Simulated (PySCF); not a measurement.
ethanethiol (C2H6S), SMILES CCS. Atoms are numbered in the order given.

```xyz
9

C     -1.4669     0.7824    -0.2302
C     -0.5562    -0.4185    -0.4310
S      1.0706    -0.2695     0.3929
H     -2.4354     0.6106    -0.7073
H     -1.0313     1.6814    -0.6698
H     -1.6322     0.9739     0.8303
H     -0.9936    -1.3156     0.0096
H     -0.3975    -0.6250    -1.4893
H      1.4979     0.8038    -0.2935
```
Charge 0, spin multiplicity 1.

The structure is a stationary point at B3LYP-D3(BJ)/def2-TZVP. The values are those of a single conformer.

Level of theory: PBE/def2-TZVPD in PySCF.

Isolated molecule, no solvent.

```yaml
total_energy: -477.76731 hartree
highest_occupied_level: -5.58 eV
lowest_empty_level: -0.72 eV
orbital_gap: 4.86 eV
dipole_moment: 1.67 D
quadrupole, principal values (traceless, Buckingham form, about the centre of nuclear charge): -3.00, -1.12, 4.12 D·Å
mean_static_polarisability: 51.4 bohr³ (7.61 Å³)
polarisability_principal_values: 45.0, 48.2, 60.9 bohr³
```
